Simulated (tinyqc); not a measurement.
Worked calculation (part 1 of 2): UHF in the sto-3g basis, for CH2, spin multiplicity 3. Computed by tinyqc, a small Python program that keeps every step (integrals from PySCF). Settings: charge = 0, multiplicity = 3, basis = sto-3g, energy threshold = 1e-09, iteration cap = 59, orthogonalisation = canonical, start = atomic densities, DIIS depth = 4, damping = 0.5, method = UHF. Command: `OMP_NUM_THREADS=1 python tinyqc.py 25650 25651 out.jsonl` (the two numbers bound the seeds that draw the settings). One thread of a shared host (Intel(R) Xeon(R) Processor @ 2.60GHz), about 0.2 s of CPU time with the checks. Later iterations appear only in the table of the cycle.

## One-electron integrals

Geometry (angstrom):
```
atom         x          y         z
C     0.000000   0.000000  0.000000
H     0.000000   1.083000  0.575000
H     0.000000  -1.083000  0.575000
```

Basis sto-3g: exponents (1/bohr^2) and contraction coefficients of normalised primitives:
```
element  l (shell)   exponent  coefficient
C            s (1)  71.616837     0.154329
C            s (1)  13.045096     0.535328
C            s (1)   3.530512     0.444635
C            s (2)   2.941249    -0.099967
C            s (2)   0.683483     0.399513
C            s (2)   0.222290     0.700115
C            p (3)   2.941249     0.155916
C            p (3)   0.683483     0.607684
C            p (3)   0.222290     0.391957
H            s (1)   3.425251     0.154329
H            s (1)   0.623914     0.535328
H            s (1)   0.168855     0.444635
```

Overlap, kinetic and nuclear-attraction integrals over the contracted functions; the nuclear repulsion is the sum of Za Zb / Rab.

nuclear repulsion = 5.42310486 hartree

overlap S, lower triangle:
```
           1C 1s     1C 2s    1C 2px     1C 2py    1C 2pz     2H 1s     3H 1s
1C 1s   1.000000
1C 2s   0.248362  1.000000
1C 2px  0.000000  0.000000  1.000000
1C 2py  0.000000  0.000000  0.000000   1.000000
1C 2pz  0.000000  0.000000  0.000000   0.000000  1.000000
2H 1s   0.045383  0.415419  0.000000   0.368652  0.195730  1.000000
3H 1s   0.045383  0.415419  0.000000  -0.368652  0.195730  0.090220  1.000000
```

kinetic energy T (hartree), lower triangle:
```
            1C 1s     1C 2s    1C 2px     1C 2py    1C 2pz      2H 1s     3H 1s
1C 1s   15.891122
1C 2s   -0.085890  0.472250
1C 2px   0.000000  0.000000  1.477728
1C 2py   0.000000  0.000000  0.000000   1.477728
1C 2pz   0.000000  0.000000  0.000000   0.000000  1.477728
2H 1s   -0.012154  0.067800  0.000000   0.163268  0.086684   0.760032
3H 1s   -0.012154  0.067800  0.000000  -0.163268  0.086684  -0.011330  0.760032
```

nuclear attraction V (hartree), lower triangle:
```
             1C 1s      1C 2s     1C 2px     1C 2py     1C 2pz      2H 1s      3H 1s
1C 1s   -34.515873
1C 2s    -4.406598  -6.039957
1C 2px    0.000000   0.000000  -5.931150
1C 2py    0.000000   0.000000   0.000000  -6.087282
1C 2pz   -0.012552  -0.135464   0.000000   0.000000  -5.975162
2H 1s    -0.817154  -2.061823   0.000000  -1.684913  -0.920527  -4.027765
3H 1s    -0.817154  -2.061823   0.000000   1.684913  -0.920527  -0.411664  -4.027765
```

core Hamiltonian H = T + V (hartree), lower triangle:
```
             1C 1s      1C 2s     1C 2px     1C 2py     1C 2pz      2H 1s      3H 1s
1C 1s   -18.624752
1C 2s    -4.492488  -5.567708
1C 2px    0.000000   0.000000  -4.453422
1C 2py    0.000000   0.000000   0.000000  -4.609553
1C 2pz   -0.012552  -0.135464   0.000000   0.000000  -4.497434
2H 1s    -0.829308  -1.994023   0.000000  -1.521645  -0.833842  -3.267733
3H 1s    -0.829308  -1.994023   0.000000   1.521645  -0.833842  -0.422994  -3.267733
```

## Two-electron integrals

Functions are numbered as in S; the eight-fold symmetry (ij|kl) = (ji|kl) = (kl|ij) leaves the list below.

Two-electron integrals (ij|kl) in chemists' order, unique and non-zero (hartree):
```
(11|11) 3.541948    (21|11) 0.576921    (21|21) 0.111888    (22|11) 0.854682
(22|21) 0.205284    (22|22) 0.624709    (31|31) 0.020296    (32|31) 0.030858
(32|32) 0.137996    (33|11) 0.852436    (33|21) 0.205335    (33|22) 0.624568
(33|33) 0.672833    (41|41) 0.020296    (42|41) 0.030858    (42|42) 0.137996
(43|43) 0.036269    (44|11) 0.852436    (44|21) 0.205335    (44|22) 0.624568
(44|33) 0.600295    (44|44) 0.672833    (51|51) 0.020296    (52|51) 0.030858
(52|52) 0.137996    (53|53) 0.036269    (54|54) 0.036269    (55|11) 0.852436
(55|21) 0.205335    (55|22) 0.624568    (55|33) 0.600295    (55|44) 0.600295
(55|55) 0.672833    (61|11) 0.105896    (61|21) 0.020424    (61|22) 0.037442
(61|33) 0.037315    (61|41) 0.001089    (61|42) 0.002039    (61|44) 0.037623
(61|51) 0.000578    (61|52) 0.001083    (61|54) 0.000164    (61|55) 0.037402
(61|61) 0.003810    (62|11) 0.267713    (62|21) 0.065228    (62|22) 0.220127
(62|33) 0.214723    (62|41) 0.005476    (62|42) 0.038650    (62|44) 0.227204
(62|51) 0.002908    (62|52) 0.020521    (62|54) 0.006627    (62|55) 0.218242
(62|61) 0.012433    (62|62) 0.103949    (63|31) 0.006456    (63|32) 0.034591
(63|43) 0.007441    (63|53) 0.003951    (63|63) 0.012366    (64|11) 0.206243
(64|21) 0.050880    (64|22) 0.182066    (64|33) 0.172946    (64|41) 0.010157
(64|42) 0.064082    (64|44) 0.197405    (64|51) 0.001965    (64|52) 0.015658
(64|54) 0.009035    (64|55) 0.175646    (64|61) 0.010126    (64|62) 0.102030
(64|64) 0.110694    (65|11) 0.109501    (65|21) 0.027014    (65|22) 0.096665
(65|33) 0.091823    (65|41) 0.001965    (65|42) 0.015658    (65|44) 0.096907
(65|51) 0.007499    (65|52) 0.042904    (65|54) 0.010141    (65|55) 0.101158
(65|61) 0.005376    (65|62) 0.054171    (65|64) 0.052205    (65|65) 0.040083
(66|11) 0.425764    (66|21) 0.105486    (66|22) 0.405800    (66|33) 0.384555
(66|41) 0.010747    (66|42) 0.103081    (66|44) 0.433863    (66|51) 0.005706
(66|52) 0.054729    (66|54) 0.026179    (66|55) 0.398455    (66|61) 0.020360
(66|62) 0.246700    (66|64) 0.266898    (66|65) 0.141705    (66|66) 0.774606
(71|11) 0.105896    (71|21) 0.020424    (71|22) 0.037442    (71|33) 0.037315
(71|41) -0.001089   (71|42) -0.002039   (71|44) 0.037623    (71|51) 0.000578
(71|52) 0.001083    (71|54) -0.000164   (71|55) 0.037402    (71|61) 0.003685
(71|62) 0.011630    (71|64) 0.008679    (71|65) 0.005039    (71|66) 0.018714
(71|71) 0.003810    (72|11) 0.267713    (72|21) 0.065228    (72|22) 0.220127
(72|33) 0.214723    (72|41) -0.005476   (72|42) -0.038650   (72|44) 0.227204
(72|51) 0.002908    (72|52) 0.020521    (72|54) -0.006627   (72|55) 0.218242
(72|61) 0.011630    (72|62) 0.071621    (72|64) 0.051209    (72|65) 0.036277
(72|66) 0.130224    (72|71) 0.012433    (72|72) 0.103949    (73|31) 0.006456
(73|32) 0.034591    (73|43) -0.007441   (73|53) 0.003951    (73|63) 0.007874
(73|73) 0.012366    (74|11) -0.206243   (74|21) -0.050880   (74|22) -0.182066
(74|33) -0.172946   (74|41) 0.010157    (74|42) 0.064082    (74|44) -0.197405
(74|51) -0.001965   (74|52) -0.015658   (74|54) 0.009035    (74|55) -0.175646
(74|61) -0.008679   (74|62) -0.051209   (74|64) -0.029883   (74|65) -0.025478
(74|66) -0.087969   (74|71) -0.010126   (74|72) -0.102030   (74|74) 0.110694
(75|11) 0.109501    (75|21) 0.027014    (75|22) 0.096665    (75|33) 0.091823
(75|41) -0.001965   (75|42) -0.015658   (75|44) 0.096907    (75|51) 0.007499
(75|52) 0.042904    (75|54) -0.010141   (75|55) 0.101158    (75|61) 0.005039
(75|62) 0.036277    (75|64) 0.025478    (75|65) 0.025873    (75|66) 0.069662
(75|71) 0.005376    (75|72) 0.054171    (75|74) -0.052205   (75|75) 0.040083
(76|11) 0.052649    (76|21) 0.012862    (76|22) 0.044753    (76|33) 0.043629
(76|44) 0.045094    (76|51) 0.000969    (76|52) 0.007239    (76|55) 0.045490
(76|61) 0.002386    (76|62) 0.018504    (76|64) 0.015867    (76|65) 0.010619
(76|66) 0.040480    (76|71) 0.002386    (76|72) 0.018504    (76|74) -0.015867
(76|75) 0.010619    (76|76) 0.004092    (77|11) 0.425764    (77|21) 0.105486
(77|22) 0.405800    (77|33) 0.384555    (77|41) -0.010747   (77|42) -0.103081
(77|44) 0.433863    (77|51) 0.005706    (77|52) 0.054729    (77|54) -0.026179
(77|55) 0.398455    (77|61) 0.018714    (77|62) 0.130224    (77|64) 0.087969
(77|65) 0.069662    (77|66) 0.243871    (77|71) 0.020360    (77|72) 0.246700
(77|74) -0.266898   (77|75) 0.141705    (77|76) 0.040480    (77|77) 0.774606
```

## Orthogonalisation

S = U s U^T; canonical form X = U s^(-1/2), so that X^T S X = 1. Each column of U has its largest component positive (the first on a tie).

eigenvalues of S: 0.369198  0.431589  0.883840  1.000000  1.085848  1.478191  1.751334

X:
```
                1          2          3         4          5          6         7
1C 1s   -0.332862   0.000000   0.761377  0.000000  -0.588576   0.000000  0.200745
1C 2s    1.119746   0.000000  -0.287618  0.000000  -0.258002   0.000000  0.472922
1C 2px   0.000000   0.000000   0.000000  1.000000   0.000000   0.000000  0.000000
1C 2py   0.000000   1.028904   0.000000  0.000000   0.000000   0.606143  0.000000
1C 2pz   0.465833   0.000000   0.631491  0.000000   0.680721   0.000000  0.191557
2H 1s   -0.750649  -0.793214  -0.187386  0.000000   0.149284   0.393124  0.367659
3H 1s   -0.750649   0.793214  -0.187386  0.000000   0.149284  -0.393124  0.367659
```

## Starting guess

The start is atomic minimal-basis densities projected into this basis (PySCF's MINAO start) and scaled to the electron count of each spin; this density is not idempotent, so its energy is not variational and may lie below the converged one.

D(alpha) at the start, lower triangle:
```
            1C 1s      1C 2s    1C 2px     1C 2py    1C 2pz     2H 1s     3H 1s
1C 1s    1.338914
1C 2s   -0.318768   1.294851
1C 2px   0.000000   0.000000  0.411611
1C 2py   0.000000   0.000000  0.000000   0.368515
1C 2pz   0.006480  -0.023619  0.000000   0.000000  0.399716
2H 1s   -0.013883   0.054181  0.000000   0.033968  0.014286  0.596396
3H 1s   -0.013883   0.054181  0.000000  -0.033968  0.014286  0.017498  0.596396
```

D(beta) at the start, lower triangle:
```
            1C 1s      1C 2s    1C 2px     1C 2py    1C 2pz     2H 1s     3H 1s
1C 1s    0.803348
1C 2s   -0.191261   0.776911
1C 2px   0.000000   0.000000  0.246967
1C 2py   0.000000   0.000000  0.000000   0.221109
1C 2pz   0.003888  -0.014172  0.000000   0.000000  0.239830
2H 1s   -0.008330   0.032508  0.000000   0.020381  0.008572  0.357837
3H 1s   -0.008330   0.032508  0.000000  -0.020381  0.008572  0.010499  0.357837
```

## Iteration 1: building the Fock matrix

J_ij = sum D_kl (ij|kl) with D = D(alpha) + D(beta), K_ij = sum D_kl (ik|jl) for each spin; F = H + J - K(s); E = tr D H + tr D J / 2 - 0.5 sum_s tr D(s) K(s) + E_nn.

Coulomb J (hartree), lower triangle:
```
            1C 1s     1C 2s    1C 2px     1C 2py    1C 2pz     2H 1s     3H 1s
1C 1s   11.332944
1C 2s    2.171075  4.993209
1C 2px   0.000000  0.000000  4.945109
1C 2py   0.000000  0.000000  0.000000   5.044375
1C 2pz   0.011103  0.109410  0.000000   0.000000  4.973012
2H 1s    0.397983  1.787360  0.000000   1.492686  0.815475  3.491086
3H 1s    0.397983  1.787360  0.000000  -1.492686  0.815475  0.364380  3.491086
```

exchange K(alpha) (hartree), lower triangle:
```
           1C 1s     1C 2s    1C 2px     1C 2py    1C 2pz     2H 1s     3H 1s
1C 1s   4.546781
1C 2s   0.785542  1.167655
1C 2px  0.000000  0.000000  0.514395
1C 2py  0.000000  0.000000  0.000000   0.635212
1C 2pz  0.008081  0.070247  0.000000   0.000000  0.548180
2H 1s   0.159365  0.532187  0.000000   0.303817  0.174939  0.706530
3H 1s   0.159365  0.532187  0.000000  -0.303817  0.174939  0.156729  0.706530
```

exchange K(beta) (hartree), lower triangle:
```
           1C 1s     1C 2s    1C 2px     1C 2py    1C 2pz     2H 1s     3H 1s
1C 1s   2.728069
1C 2s   0.471325  0.700593
1C 2px  0.000000  0.000000  0.308637
1C 2py  0.000000  0.000000  0.000000   0.381127
1C 2pz  0.004849  0.042148  0.000000   0.000000  0.328908
2H 1s   0.095619  0.319312  0.000000   0.182290  0.104963  0.423918
3H 1s   0.095619  0.319312  0.000000  -0.182290  0.104963  0.094037  0.423918
```

F(alpha) (hartree), lower triangle:
```
             1C 1s      1C 2s     1C 2px     1C 2py     1C 2pz      2H 1s      3H 1s
1C 1s   -11.838589
1C 2s    -3.106955  -1.742154
1C 2px    0.000000   0.000000  -0.022708
1C 2py    0.000000   0.000000   0.000000  -0.200390
1C 2pz   -0.009530  -0.096301   0.000000   0.000000  -0.072601
2H 1s    -0.590691  -0.738850   0.000000  -0.332776  -0.193306  -0.483177
3H 1s    -0.590691  -0.738850   0.000000   0.332776  -0.193306  -0.215343  -0.483177
```

F(beta) (hartree), lower triangle:
```
             1C 1s      1C 2s    1C 2px     1C 2py     1C 2pz      2H 1s      3H 1s
1C 1s   -10.019877
1C 2s    -2.792738  -1.275092
1C 2px    0.000000   0.000000  0.183050
1C 2py    0.000000   0.000000  0.000000   0.053694
1C 2pz   -0.006298  -0.068202  0.000000   0.000000   0.146671
2H 1s    -0.526945  -0.525975  0.000000  -0.211249  -0.123330  -0.200565
3H 1s    -0.526945  -0.525975  0.000000   0.211249  -0.123330  -0.152652  -0.200565
```

total energy of this density = -38.45253288 hartree

This density is the starting one; it is not idempotent, so its energy is not variational and may lie below the converged one.

## Iteration 1: diagonalisation and new density

Diagonalise F' = X^T F X, C = X C', fill 5 alpha and 3 beta electrons from the bottom; D(s) = C_occ C_occ^T; the new density keeps 0.5 of the old one (damping). Each column has its largest component positive (the first on a tie).

F' = X^T F X (alpha) (hartree), lower triangle:
```
           1         2          3          4          5          6          7
1   0.083682
2   0.000000  0.537192
3   1.150192  0.000000  -5.429000
4   0.000000  0.000000   0.000000  -0.022708
5  -0.784522  0.000000   5.041601   0.000000  -4.941166
6   0.000000  0.092853   0.000000   0.000000   0.000000  -0.473599
7   0.224332  0.000000  -2.525325   0.000000   2.672735   0.000000  -2.409041
```

orbital energies (alpha) (hartree): MO1 -11.841405, MO2 -1.080887, MO3 -0.482058, MO4 -0.152398, MO5 -0.022708, MO6 0.379165, MO7 0.545651

coefficients C (alpha):
```
              MO1        MO2        MO3        MO4       MO5        MO6        MO7
1C 1s    0.995553  -0.232976   0.000000   0.108407  0.000000  -0.141620   0.000000
1C 2s    0.018188   0.799723   0.000000  -0.544935  0.000000   0.830621   0.000000
1C 2px   0.000000   0.000000   0.000000   0.000000  1.000000   0.000000   0.000000
1C 2py   0.000000   0.000000   0.510298   0.000000  0.000000   0.000000   1.079652
1C 2pz   0.001744   0.066302   0.000000   0.753472  0.000000   0.737386   0.000000
2H 1s   -0.002185   0.217520   0.463466   0.341237  0.000000  -0.769600  -0.754277
3H 1s   -0.002185   0.217520  -0.463466   0.341237  0.000000  -0.769600   0.754277
```

F' = X^T F X (beta) (hartree), lower triangle:
```
           1         2          3         4          5          6          7
1   0.351728
2   0.000000  0.686188
3   0.874148  0.000000  -4.392699
4   0.000000  0.000000   0.000000  0.183050
5  -0.592844  0.000000   4.344244  0.000000  -4.106825
6   0.000000  0.095612   0.000000  0.000000   0.000000  -0.196436
7   0.205755  0.000000  -2.253599  0.000000   2.376286   0.000000  -1.878305
```

orbital energies (beta) (hartree): MO1 -10.031145, MO2 -0.624564, MO3 -0.206674, MO4 0.077028, MO5 0.183050, MO6 0.552580, MO7 0.696427

coefficients C (beta):
```
              MO1        MO2        MO3        MO4       MO5        MO6        MO7
1C 1s    0.990028  -0.239090   0.000000   0.120867  0.000000  -0.159008   0.000000
1C 2s    0.040724   0.756371   0.000000  -0.558694  0.000000   0.860744   0.000000
1C 2px   0.000000   0.000000   0.000000   0.000000  1.000000   0.000000   0.000000
1C 2py   0.000000   0.000000   0.493144   0.000000  0.000000   0.000000   1.087594
1C 2pz   0.003763   0.065643   0.000000   0.759448  0.000000   0.731281   0.000000
2H 1s   -0.007957   0.251600   0.475347   0.325969  0.000000  -0.765784  -0.746847
3H 1s   -0.007957   0.251600  -0.475347   0.325969  0.000000  -0.765784   0.746847
```

D(alpha) after iteration 1, lower triangle:
```
            1C 1s      1C 2s    1C 2px     1C 2py    1C 2pz      2H 1s     3H 1s
1C 1s    1.198034
1C 2s   -0.273026   1.115847
1C 2px   0.000000   0.000000  0.705805
1C 2py   0.000000   0.000000  0.000000   0.314459
1C 2pz   0.037225  -0.190579  0.000000   0.000000  0.485917
2H 1s   -0.014871   0.021072  0.000000   0.135237  0.142908   0.487479
3H 1s   -0.014871   0.021072  0.000000  -0.135237  0.142908  -0.016770  0.487479
```

D(beta) after iteration 1, lower triangle:
```
            1C 1s     1C 2s    1C 2px     1C 2py    1C 2pz      2H 1s     3H 1s
1C 1s    0.920334
1C 2s   -0.165892  0.675333
1C 2px   0.000000  0.000000  0.123483
1C 2py   0.000000  0.000000  0.000000   0.232150
1C 2pz  -0.004041  0.017816  0.000000   0.000000  0.122076
2H 1s   -0.038181  0.111243  0.000000   0.127398  0.012529   0.323579
3H 1s   -0.038181  0.111243  0.000000  -0.127398  0.012529  -0.076045  0.323579
```

## Iteration 2: building the Fock matrix

As before.

Coulomb J (hartree), lower triangle:
```
            1C 1s     1C 2s    1C 2px     1C 2py    1C 2pz     2H 1s     3H 1s
1C 1s   11.303570
1C 2s    2.168134  4.998242
1C 2px   0.000000  0.000000  4.955511
1C 2py   0.000000  0.000000  0.000000   5.050114
1C 2pz   0.007904  0.095556  0.000000   0.000000  4.972143
2H 1s    0.397315  1.786985  0.000000   1.492604  0.811287  3.482213
3H 1s    0.397315  1.786985  0.000000  -1.492604  0.811287  0.363910  3.482213
```

exchange K(alpha) (hartree), lower triangle:
```
           1C 1s      1C 2s    1C 2px     1C 2py    1C 2pz     2H 1s     3H 1s
1C 1s   4.083700
1C 2s   0.713477   1.073133
1C 2px  0.000000   0.000000  0.685974
1C 2py  0.000000   0.000000  0.000000   0.641921
1C 2pz  0.003866  -0.000222  0.000000   0.000000  0.630086
2H 1s   0.141374   0.466650  0.000000   0.316259  0.185078  0.656709
3H 1s   0.141374   0.466650  0.000000  -0.316259  0.185078  0.117655  0.656709
```

exchange K(beta) (hartree), lower triangle:
```
           1C 1s     1C 2s    1C 2px     1C 2py    1C 2pz     2H 1s     3H 1s
1C 1s   3.149022
1C 2s   0.533122  0.687764
1C 2px  0.000000  0.000000  0.222767
1C 2py  0.000000  0.000000  0.000000   0.470933
1C 2pz  0.002907  0.078181  0.000000   0.000000  0.246858
2H 1s   0.102683  0.337019  0.000000   0.245697  0.105749  0.474446
3H 1s   0.102683  0.337019  0.000000  -0.245697  0.105749  0.068806  0.474446
```

F(alpha) (hartree), lower triangle:
```
             1C 1s      1C 2s     1C 2px     1C 2py     1C 2pz      2H 1s      3H 1s
1C 1s   -11.404882
1C 2s    -3.037832  -1.642599
1C 2px    0.000000   0.000000  -0.183885
1C 2py    0.000000   0.000000   0.000000  -0.201361
1C 2pz   -0.008514  -0.039686   0.000000   0.000000  -0.155377
2H 1s    -0.573367  -0.673688   0.000000  -0.345300  -0.207633  -0.442229
3H 1s    -0.573367  -0.673688   0.000000   0.345300  -0.207633  -0.176739  -0.442229
```

F(beta) (hartree), lower triangle:
```
             1C 1s      1C 2s    1C 2px     1C 2py     1C 2pz      2H 1s      3H 1s
1C 1s   -10.470205
1C 2s    -2.857476  -1.257230
1C 2px    0.000000   0.000000  0.279322
1C 2py    0.000000   0.000000  0.000000  -0.030372
1C 2pz   -0.007554  -0.118089  0.000000   0.000000   0.227851
2H 1s    -0.534676  -0.544058  0.000000  -0.274738  -0.128304  -0.259966
3H 1s    -0.534676  -0.544058  0.000000   0.274738  -0.128304  -0.127889  -0.259966
```

total energy of this density = -38.27165505 hartree

This density is a damped mixture and is not idempotent, and it still holds part of the atomic start, so its energy may lie below the converged one.
